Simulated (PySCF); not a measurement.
## Energy of Li (lithium, neutral) between two integer charges

The 2s alpha orbital of [He] 2s1 is emptied in steps (occupation f), with all orbitals relaxed, ending at 1s2. All numbers are calculated (PySCF 2.14, no relativity, point nucleus, in aug-pcseg-2). The exact energy is a straight line in f; departures are measured from the line between the end points of the same method.

```json
{"f": "1", "UHF (eV)": "0.000", "LDA (eV)": "0.000", "PBE (eV)": "0.000", "PBE0 (eV)": "0.000", "LC-wPBE (eV)": "0.000", "BHandHLYP (eV)": "0.000", "wB97X (eV)": "0.000", "TPSS (eV)": "0.000"}
{"f": "0.8", "UHF (eV)": "0.000", "LDA (eV)": "-0.366", "PBE (eV)": "-0.376", "PBE0 (eV)": "-0.275", "LC-wPBE (eV)": "0.006", "BHandHLYP (eV)": "-0.202", "wB97X (eV)": "0.007", "TPSS (eV)": "-0.365"}
{"f": "0.6", "UHF (eV)": "0.000", "LDA (eV)": "-0.537", "PBE (eV)": "-0.555", "PBE0 (eV)": "-0.404", "LC-wPBE (eV)": "0.012", "BHandHLYP (eV)": "-0.301", "wB97X (eV)": "0.014", "TPSS (eV)": "-0.537"}
{"f": "0.4", "UHF (eV)": "0.000", "LDA (eV)": "-0.515", "PBE (eV)": "-0.540", "PBE0 (eV)": "-0.390", "LC-wPBE (eV)": "0.016", "BHandHLYP (eV)": "-0.296", "wB97X (eV)": "0.014", "TPSS (eV)": "-0.520"}
{"f": "0.2", "UHF (eV)": "0.000", "LDA (eV)": "-0.313", "PBE (eV)": "-0.342", "PBE0 (eV)": "-0.244", "LC-wPBE (eV)": "0.013", "BHandHLYP (eV)": "-0.192", "wB97X (eV)": "0.005", "TPSS (eV)": "-0.331"}
{"f": "0", "UHF (eV)": "0.000", "LDA (eV)": "0.000", "PBE (eV)": "0.000", "PBE0 (eV)": "0.000", "LC-wPBE (eV)": "0.000", "BHandHLYP (eV)": "0.000", "wB97X (eV)": "0.000", "TPSS (eV)": "0.000"}
```

```csv
method,E(f=0) − E(f=1) (eV),−ε at f=1 (eV),−ε at f=0.4 (eV)
UHF,5.338,5.338,5.337
LDA,5.467,3.159,6.049
PBE,5.578,3.213,6.128
PBE0,5.561,3.818,5.974
LC-wPBE,5.569,5.592,5.575
BHandHLYP,5.513,4.241,5.790
wB97X,5.292,5.316,5.268
TPSS,5.490,3.184,6.026
```

Orbital energy along the path (eV):

```
  f     UHF     LDA     PBE    PBE0  LC-wPBE  BHandHLYP   wB97X    TPSS
  1  -5.338  -3.159  -3.213  -3.818   -5.592     -4.241  -5.316  -3.184
0.8  -5.338  -4.121  -4.188  -4.553   -5.603     -4.761  -5.335  -4.147
0.6  -5.338  -5.099  -5.173  -5.280   -5.597     -5.281  -5.314  -5.108
0.4  -5.337  -6.049  -6.128  -5.974   -5.575     -5.790  -5.268  -6.026
0.2  -5.337  -6.866  -6.989  -6.584   -5.531     -6.269  -5.225  -6.825
  0  -5.337  -6.469  -6.693  -6.283   -5.478     -6.484  -5.133  -6.626
```

As f goes to zero the orbital energy of a semilocal functional can turn back, because the density of that orbital vanishes from the exchange-correlation potential.

Reference removal energy between the ground levels: 5.392 eV (measured; NIST Atomic Spectra Database, ionization energies). UHF lacks correlation.
